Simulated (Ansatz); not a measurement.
`NCC(O)=S`, relaxed with RKS PBE-D4/def2-SVP in Ansatz from a rough embedded geometry. The force threshold is 0.03 eV/Å; the program also tests the step.

The species carries charge 0 and has multiplicity 1.

Start:

```xyz
10

N     1.311   -0.029    0.894
C     0.186    0.789    0.409
C    -0.753   -0.036   -0.432
O    -0.245   -1.098   -1.124
S    -2.325    0.319   -0.807
H     0.842   -0.787    1.516
H     1.693   -0.535    0.129
H     0.598    1.594   -0.238
H    -0.381    1.282    1.244
H    -0.927   -1.498   -1.591
```

```json
{"step": "1", "energy (eV)": "-16508.4990", "largest force (eV/Å)": "4.048", "largest move (Å)": "0.000"}
{"step": "2", "energy (eV)": "-16508.8657", "largest force (eV/Å)": "1.427", "largest move (Å)": "0.133"}
{"step": "3", "energy (eV)": "-16508.9316", "largest force (eV/Å)": "0.818", "largest move (Å)": "0.095"}
{"step": "4", "energy (eV)": "-16508.9521", "largest force (eV/Å)": "0.389", "largest move (Å)": "0.027"}
{"step": "5", "energy (eV)": "-16508.9603", "largest force (eV/Å)": "0.139", "largest move (Å)": "0.016"}
{"step": "6", "energy (eV)": "-16508.9620", "largest force (eV/Å)": "0.071", "largest move (Å)": "0.011"}
{"step": "7", "energy (eV)": "-16508.9632", "largest force (eV/Å)": "0.023", "largest move (Å)": "0.041"}
```

End:

```xyz
10

N     1.290   -0.023    0.939
C     0.177    0.725    0.386
C    -0.810   -0.025   -0.502
O    -0.256   -1.121   -1.049
S    -2.358    0.444   -0.810
H     0.936   -0.796    1.518
H     1.819   -0.471    0.180
H     0.567    1.565   -0.235
H    -0.407    1.212    1.192
H    -0.958   -1.511   -1.619
```

Run time 9 s (4 threads of an AMD EPYC 7R43 on a shared host); peak host memory 0.17 GiB.
